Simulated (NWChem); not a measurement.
System: OH, doublet; SMILES [OH]

Output (shortened):

```
             Northwest Computational Chemistry Package (NWChem) 7.3.0
             --------------------------------------------------------

                             Geometry "geometry" -> ""
                             -------------------------

 Output coordinates in angstroms (scale by  1.889725989 to convert to a.u.)

  No.       Tag          Charge          X              Y              Z
 ---- ---------------- ---------- -------------- -------------- --------------
    1 O                    8.0000     0.00000000     0.00000000    -0.12017500
    2 H                    1.0000     0.00000000     0.00000000     0.86945400

 Effective nuclear repulsion energy (a.u.)       4.2777828782

                              NWChem Property Module
                              ----------------------

  itol2e modified to match energy
  convergence criterion.

                                 NWChem DFT Module
                                 -----------------

 Summary of "ao basis" -> "ao basis" (spherical)
 ------------------------------------------------------------------------------
       Tag                 Description            Shells   Functions and Types
 ---------------- ------------------------------  ------  ---------------------
 O                          iglo-iii                15       35   7s6p2d
 H                          iglo-iii                 6       10   4s2p

  itol2e modified to match energy
  convergence criterion.

            General Information
            -------------------
          SCF calculation type: DFT
          Wavefunction type:  spin polarized.
          No. of atoms     :     2
          No. of electrons :     9
           Alpha electrons :     5
            Beta electrons :     4
          Charge           :     0
          Spin multiplicity:     2
          Use of symmetry is: off; symmetry adaption is: off
          Maximum number of iterations: 150
          AO basis - number of functions:    45
                     number of shells:    21
          Convergence on energy requested:  1.00D-07
          Convergence on density requested:  1.00D-05
          Convergence on gradient requested:  5.00D-04

              XC Information
              --------------
                         B3LYP Method XC Potential
                     Hartree-Fock (Exact) Exchange  0.200
                        Slater Exchange Functional  0.800 local
                    Becke 1988 Exchange Functional  0.720 non-local
              Lee-Yang-Parr Correlation Functional  0.810
                  VWN I RPA Correlation Functional  0.190 local

             Grid Information
             ----------------
          Grid used for XC integration:  fine
          Radial quadrature: Mura-Knowles
          Angular quadrature: Lebedev.
          Tag              B.-S. Rad. Rad. Pts. Rad. Cut. Ang. Pts.
          ---              ---------- --------- --------- ---------
          O                   0.60       70           7.0       590
          H                   0.35       60           7.0       590
          Grid pruning is: on
          Number of quadrature shells:   130
          Spatial weights used:  Erf1

      Superposition of Atomic Density Guess
      -------------------------------------

 Sum of atomic energies:         -75.28568571

      Non-variational initial energy
      ------------------------------

 Total energy =     -75.066924
 1-e energy   =    -111.913178
 2-e energy   =      32.568471
 HOMO         =      -0.423644
 LUMO         =       0.078009

   convergence    iter        energy       DeltaE   RMS-Dens  Diis-err
 ---------------- ----- ----------------- --------- --------- ---------
 d= 0,ls=0.0,diis     1    -75.7527977890 -8.00D+01  2.45D-03  1.79D-01
                                                     3.27D-03  1.57D-01
 d= 0,ls=0.0,diis     2    -75.7703954362 -1.76D-02  8.01D-04  4.91D-03
                                                     7.36D-04  3.75D-03
 d= 0,ls=0.0,diis     3    -75.7717456089 -1.35D-03  3.00D-04  1.04D-03
                                                     3.90D-04  1.06D-03
 d= 0,ls=0.0,diis     4    -75.7720637587 -3.18D-04  1.17D-04  3.15D-04
                                                     8.63D-05  1.61D-04
 d= 0,ls=0.0,diis     5    -75.7721423690 -7.86D-05  7.13D-06  7.27D-07
                                                     3.53D-05  6.50D-06
  Resetting Diis
 d= 0,ls=0.0,diis     6    -75.7721447737 -2.40D-06  8.01D-06  3.70D-07
                                                     3.30D-06  2.51D-08
 d= 0,ls=0.0,diis     7    -75.7721449405 -1.67D-07  6.27D-07  2.75D-09
                                                     1.21D-06  5.50D-09
 d= 0,ls=0.0,diis     8    -75.7721449455 -4.97D-09  6.43D-07  2.28D-09
                                                     2.79D-07  5.38D-10

         Total DFT energy =      -75.772144945469
      One electron energy =     -112.519862706489
           Coulomb energy =       41.353175335088
    Exchange-Corr. energy =       -8.883240452295
 Nuclear repulsion energy =        4.277782878228

 Numeric. integr. density =        8.999999917212

                    DFT Final Alpha Molecular Orbital Analysis
                    ------------------------------------------

 Vector    3  Occ=1.000000D+00  E=-4.855527D-01
              MO Center=  7.1D-10,  6.3D-09, -4.6D-02, r^2= 7.4D-01
   Bfn.  Coefficient  Atom+Function         Bfn.  Coefficient  Atom+Function
  ----- ------------  ---------------      ----- ------------  ---------------
    19      0.294117  1 O  pz                16      0.214911  1 O  pz
    22      0.206794  1 O  pz                 6     -0.197532  1 O  s
     7     -0.193257  1 O  s                 38      0.191336  2 H  s
    37      0.176764  2 H  s                  5     -0.119628  1 O  s
    25      0.098891  1 O  pz                13      0.096413  1 O  pz

 Vector    4  Occ=1.000000D+00  E=-4.262234D-01
              MO Center= -9.1D-10, -7.1D-09, -9.1D-02, r^2= 5.8D-01
   Bfn.  Coefficient  Atom+Function         Bfn.  Coefficient  Atom+Function
  ----- ------------  ---------------      ----- ------------  ---------------
    18      0.361419  1 O  py                21      0.310431  1 O  py
    15      0.267006  1 O  py                24      0.158098  1 O  py
    12      0.118246  1 O  py                17      0.044436  1 O  px
    20      0.038167  1 O  px                 9      0.033618  1 O  py
    14      0.032828  1 O  px

 Vector    5  Occ=1.000000D+00  E=-3.539263D-01
              MO Center=  1.4D-11,  4.8D-10, -8.8D-02, r^2= 6.4D-01
   Bfn.  Coefficient  Atom+Function         Bfn.  Coefficient  Atom+Function
  ----- ------------  ---------------      ----- ------------  ---------------
    17      0.349629  1 O  px                20      0.301327  1 O  px
    14      0.257718  1 O  px                23      0.196692  1 O  px
    11      0.115988  1 O  px                18     -0.042986  1 O  py
    21     -0.037048  1 O  py                 8      0.032824  1 O  px
    15     -0.031686  1 O  py

 Vector    6  Occ=0.000000D+00  E= 4.138532D-03
              MO Center= -4.0D-10,  6.4D-10,  1.1D+00, r^2= 3.2D+00
   Bfn.  Coefficient  Atom+Function         Bfn.  Coefficient  Atom+Function
  ----- ------------  ---------------      ----- ------------  ---------------
    39      1.429818  2 H  s                  7     -0.889546  1 O  s
    25     -0.372646  1 O  pz                38      0.268642  2 H  s
    22     -0.158580  1 O  pz                 5     -0.147402  1 O  s
    19     -0.136883  1 O  pz                37      0.109258  2 H  s
    16     -0.091664  1 O  pz                 6     -0.060116  1 O  s

 Vector    7  Occ=0.000000D+00  E= 2.384403D-01
              MO Center=  4.7D-09,  3.7D-08, -8.7D-02, r^2= 3.4D+00
   Bfn.  Coefficient  Atom+Function         Bfn.  Coefficient  Atom+Function
  ----- ------------  ---------------      ----- ------------  ---------------
    24      1.390347  1 O  py                21     -0.792809  1 O  py
    15     -0.201041  1 O  py                23      0.170942  1 O  px
    20     -0.097475  1 O  px                12     -0.045390  1 O  py

 Vector    8  Occ=0.000000D+00  E= 2.547119D-01
              MO Center= -2.3D-07,  2.9D-08, -9.3D-02, r^2= 3.4D+00
   Bfn.  Coefficient  Atom+Function         Bfn.  Coefficient  Atom+Function
  ----- ------------  ---------------      ----- ------------  ---------------
    23      1.404387  1 O  px                20     -0.843335  1 O  px
    14     -0.209090  1 O  px                24     -0.172668  1 O  py
    21      0.103687  1 O  py                11     -0.047266  1 O  px
    17      0.031661  1 O  px                15      0.025707  1 O  py

                     DFT Final Beta Molecular Orbital Analysis
                     -----------------------------------------

 Vector    2  Occ=1.000000D+00  E=-9.520734D-01
              MO Center=  2.0D-11,  2.8D-10,  1.0D-01, r^2= 4.8D-01
   Bfn.  Coefficient  Atom+Function         Bfn.  Coefficient  Atom+Function
  ----- ------------  ---------------      ----- ------------  ---------------
     6      0.491386  1 O  s                  5      0.335269  1 O  s
     7      0.174842  1 O  s                  3     -0.146462  1 O  s
    37      0.115902  2 H  s                  4     -0.103016  1 O  s
     2     -0.078221  1 O  s                 19      0.067361  1 O  pz
    36      0.054719  2 H  s                 38      0.052976  2 H  s

 Vector    3  Occ=1.000000D+00  E=-4.599312D-01
              MO Center= -3.0D-10, -2.1D-09, -6.3D-02, r^2= 7.7D-01
   Bfn.  Coefficient  Atom+Function         Bfn.  Coefficient  Atom+Function
  ----- ------------  ---------------      ----- ------------  ---------------
    19      0.284729  1 O  pz                 7     -0.239223  1 O  s
    38      0.222694  2 H  s                  6     -0.216515  1 O  s
    16      0.207223  1 O  pz                37      0.191889  2 H  s
    22      0.184628  1 O  pz                 5     -0.124391  1 O  s
    25      0.102199  1 O  pz                13      0.093486  1 O  pz

 Vector    4  Occ=1.000000D+00  E=-3.269645D-01
              MO Center= -1.4D-11,  1.7D-10, -8.6D-02, r^2= 6.7D-01
   Bfn.  Coefficient  Atom+Function         Bfn.  Coefficient  Atom+Function
  ----- ------------  ---------------      ----- ------------  ---------------
    17      0.343601  1 O  px                20      0.297098  1 O  px
    14      0.251514  1 O  px                23      0.216928  1 O  px
    11      0.114240  1 O  px                18     -0.042249  1 O  py
    21     -0.036530  1 O  py                 8      0.032312  1 O  px
    15     -0.030926  1 O  py                40      0.028697  2 H  px

 Vector    5  Occ=0.000000D+00  E=-1.831586D-01
              MO Center=  2.3D-10,  1.9D-09, -8.0D-02, r^2= 8.2D-01
   Bfn.  Coefficient  Atom+Function         Bfn.  Coefficient  Atom+Function
  ----- ------------  ---------------      ----- ------------  ---------------
    18      0.327664  1 O  py                24      0.302817  1 O  py
    21      0.271209  1 O  py                15      0.224776  1 O  py
    12      0.105227  1 O  py                17      0.040288  1 O  px
    23      0.037234  1 O  px                41      0.036794  2 H  py
    20      0.033348  1 O  px                 9      0.029842  1 O  py

 Vector    6  Occ=0.000000D+00  E= 9.513565D-03
              MO Center=  3.0D-11,  3.1D-09,  1.1D+00, r^2= 3.2D+00
   Bfn.  Coefficient  Atom+Function         Bfn.  Coefficient  Atom+Function
  ----- ------------  ---------------      ----- ------------  ---------------
    39      1.463935  2 H  s                  7     -0.938450  1 O  s
    25     -0.387804  1 O  pz                38      0.261876  2 H  s
    22     -0.160238  1 O  pz                 5     -0.146361  1 O  s
    19     -0.133573  1 O  pz                37      0.098508  2 H  s
    16     -0.090525  1 O  pz                 6     -0.041524  1 O  s

 Vector    7  Occ=0.000000D+00  E= 2.591781D-01
              MO Center= -5.8D-08,  7.5D-09, -9.5D-02, r^2= 3.4D+00
   Bfn.  Coefficient  Atom+Function         Bfn.  Coefficient  Atom+Function
  ----- ------------  ---------------      ----- ------------  ---------------
    23      1.407345  1 O  px                20     -0.863489  1 O  px
    14     -0.212491  1 O  px                24     -0.173090  1 O  py
    21      0.106202  1 O  py                11     -0.048608  1 O  px
    17      0.031501  1 O  px                15      0.026135  1 O  py

   alpha - beta orbital overlaps
   -----------------------------

   alpha      1      2      3      4      5      6      7      8      9     10
    beta      1      2      3      5      4      6     10      7      8      9
 overlap   1.000  0.999  0.999  0.990  1.000  1.000  0.990  1.000  0.967  0.967

[...]

          ----------------------
          Hyperfine Interactions
          ----------------------

 Total Spin Density (Fermi Contact Term)
 ------------------ --------------------
     Atom            x         y         z       Density (a.u.)      Aiso(MHz)     Aiso(Gauss)
     1  17-O      0.00000   0.00000  -0.22710       0.072033        -43.666044     -15.581104
     2   1-H      0.00000   0.00000   1.64303      -0.013945        -62.333758     -22.242197

           -------------------------------------------
           Anisotropic Interaction (Spin-Dipolar Term)
           -------------------------------------------

 ------------------------------------------------------------
     Atom            x         y         z
 ------------------------------------------------------------
     1  17-O      0.00000   0.00000  -0.22710

   Spin-Dipolar term (a.u.)
        xx             yy             zz             xy             xz             yz
 ------------------------------------------------------------------------------------------
      -1.895132       3.858531      -1.963399       0.718322      -0.000000      -0.000000

   Principal Comp. of -hf- tensor (au)            Anisotropic -hfcc- (MHz)               Anisotropic -hfcc- (Gauss)
 --------------------------------------------------------------------------------------------------------------------------
     -1.983456     3.946855    -1.963399     143.521509  -285.591668   142.070160      51.211957  -101.906037    50.694080

   Orientation of the principal axis of Hyperfine Tensor w.r.t absolute (molecular) frame
 --------------------------------------------------------------------------------------------------------------------------
      0.992525     0.122039    -0.000000
     -0.122039     0.992525     0.000000
      0.000000    -0.000000     1.000000

 ------------------------------------------------------------
     Atom            x         y         z
 ------------------------------------------------------------
     2   1-H      0.00000   0.00000   1.64303

   Spin-Dipolar term (a.u.)
        xx             yy             zz             xy             xz             yz
 ------------------------------------------------------------------------------------------
      -0.125233      -0.038682       0.163915       0.010805       0.000000       0.000000

   Principal Comp. of -hf- tensor (au)            Anisotropic -hfcc- (MHz)               Anisotropic -hfcc- (Gauss)
 --------------------------------------------------------------------------------------------------------------------------
     -0.126561    -0.037353     0.163915     -67.527079   -19.929959    87.457038     -24.095300    -7.111493    31.206793

   Orientation of the principal axis of Hyperfine Tensor w.r.t absolute (molecular) frame
 --------------------------------------------------------------------------------------------------------------------------
      0.992525     0.122038     0.000000
     -0.122038     0.992525     0.000000
     -0.000000    -0.000000     1.000000
```

Level: B3LYP/IGLO-III, spin-unrestricted, contact and dipolar terms. The state is orbitally degenerate and is run as one real component. Coordinates come from a PBE0/def2-SVP, spin-unrestricted optimisation. No stability test was run on the SCF state.

Question: Which NWChem input produces such a log?

Answer: Several could match; the one computed here: the input that was run:
```
start job
memory heap 200 mb stack 900 mb global 1100 mb
geometry units angstroms noautosym nocenter noautoz
  O      0.000000     0.000000    -0.120175
  H      0.000000     0.000000     0.869454
end
basis spherical
  * library iglo-iii
end
dft
  odft
  mult 2
  xc b3lyp
  iterations 150
end
property
  hyperfine
end
task dft property
```
